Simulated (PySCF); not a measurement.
## What builds the first ionisation energy along the halogens

All values are computed (PySCF 2.14, energy differences of UHF-based or UKS calculations, no spin-orbit coupling). Each column adds one step, in eV (sums use unrounded values): valence MP2, valence CCSD, valence triples, then the next inner shell at CCSD(T) (F 1s, Cl 2s 2p, Br 3s 3p 3d, I 4s 4p 4d). References (NIST) marked * lie between the lowest fine-structure levels; the others compare directly ((s) semi-empirical, (t) theoretical).

```tsv
element	UHF	+ MP2	+ CCSD	+ (T)	+ inner shell	sum	reference
F [He] 2s2 2p5 → [He] 2s2 2p4 (aug-cc-pwCVDZ, non-relativistic)	15.760	1.415	-0.092	0.035	0.010	17.127	17.427
Cl [Ne] 3s2 3p5 → [Ne] 3s2 3p4 (aug-cc-pwCVDZ, non-relativistic)	11.821	0.793	-0.068	0.024	0.003	12.573	12.974
Br [Ar] 3d10 4s2 4p5 → [Ar] 3d10 4s2 4p4 (aug-cc-pwCVDZ-PP with ECP10MDF, ECP)	10.741	0.672	-0.033	0.022	0.026	11.428	11.844
I [Kr] 4d10 5s2 5p5 → [Kr] 4d10 5s2 5p4 (aug-cc-pwCVDZ-PP with ECP28MDF, ECP)	9.584	0.560	-0.016	0.018	0.033	10.179	10.519
```

Double-zeta sets recover only part of the correlation energy.

What remains against the references is mostly basis incompleteness.

What share of the correlation contribution for I comes from the inner shell?

The four steps add to 0.595 eV, of which the inner shell gives 0.033 eV, or 6 %.
